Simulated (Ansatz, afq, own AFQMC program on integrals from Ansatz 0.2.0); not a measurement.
# SiNH2, doublet, reference energies and how methods fare

```xyz
4

Si    0.0000   -0.1221    0.5333
N     0.0000    0.1881   -1.0305
H     0.0000    1.1726    1.3200
H     0.0000   -0.3847   -1.8594
```

Geometry: a PBE0/def2-TZVP stationary point, not shown to be a minimum. Basis cc-pVDZ. Only valence electrons are correlated. AFQMC by an in-house program on the Cholesky factors that Ansatz 0.2.0 writes for its CCSD(T) run. ph-AFQMC/CISD is guided by a CISD state made of CCSD amplitudes; releasing the constraint for a short imaginary time cuts its bias at the price of noise, slowly where states lie close. Error bars are statistical, one sigma.

Best estimates are CCSD(T) at the basis-set limit (def2-TZVPP/QZVPP) plus the step from CCSD(T) to the highest rung at hand in cc-pVDZ, named in the table (released AFQMC can keep some 10 meV of bias). No zero-point, core-correlation or spin–orbit terms. Other levels are in cc-pVDZ, the functionals in def2-TZVP; a dash marks a level that is missing or breaks spin symmetry for a member.

Cautions: SiNH₂ (doublet): strong correlation (T1 0.051, weight of the determinant 0.83, largest double 0.09), unrestricted determinant slightly spin contaminated (⟨S²⟩ 0.83 against 0.75), its ph-AFQMC/CISD value lies 88 ± 23 meV above CCSDT(Q); SiNH₂ (quartet): another spin lies lower, its ph-AFQMC/CISD value lies 39 ± 10 meV above CCSDT(Q); row 1: core correlation is missing, and it shifts such a gap most where an s electron is promoted.

| process | r2SCAN (kJ/mol) |
| --- | --- |
| to charge +0, quartet (vertical) | 314 |
| to free atoms | 1117 |

(1) From these values, estimate the best estimates.

(1) 
```csv
process,best estimate (kJ/mol),highest rung
"to charge +0, quartet (vertical)",346,CCSDT(Q)
to free atoms,1120,CCSDT(Q)
```

Errors against the best estimates in kJ/mol, in the same order:

```
        level  error, 1  error, 2
          MP2       -27      -191
      CCSD(T)       -10      -176
ph-AFQMC/CISD    -9 ± 2  -177 ± 2
  CCSD(T)/CBS        -5        -7
          PBE         2        32
       r2SCAN       -31        -3
         PBE0       -31       -21
        B3LYP        -7         4
      wB97M-V         1        -5
       B2PLYP        -2       -16
```

Cost at the first geometry: PBE0/cc-pVDZ, 1.1 s on 1 thread of Arm Neoverse V2, with other jobs on the host; UCCSD(T)/cc-pVDZ, 2.9 s on 1 thread of Arm Neoverse V2, with other jobs on the host; CCSDT(Q), 21 s on 1 thread of Arm Neoverse V2 (shared host); ph-AFQMC/CISD with release, 10 min on 1 thread of Arm Neoverse V2, with other jobs on the host.

Best estimates are given only where the step beyond CCSD(T) is under 0.3 eV and no member's determinant is very poor (T1 over 0.05, or 0.07 for open shells, ⟨S²⟩ too high by 0.3, two states mixed), so the hardest cases are missing from such tables.

The functionals ran in a triple-zeta set and keep a basis error of their own, a few kJ/mol for each bond in atomization energies and more for double hybrids, so close places among them and the extrapolated levels can swap.

CCSDT and higher add their correlation energy to the determinant of the CCSD(T) run, since their own runs factorise the integrals more tightly (a shift of under 2 meV). Where the cautions show a poor determinant, the low rows tell how each method copes with it, not its usual error. Each member of a difference takes its own highest rung, so a best estimate needn't equal the limit plus the step of one row. A walk keeps the symmetry of its determinant, which the program's search chose and which needn't be the lowest solution, so a lower state of the same spin and another symmetry isn't excluded.
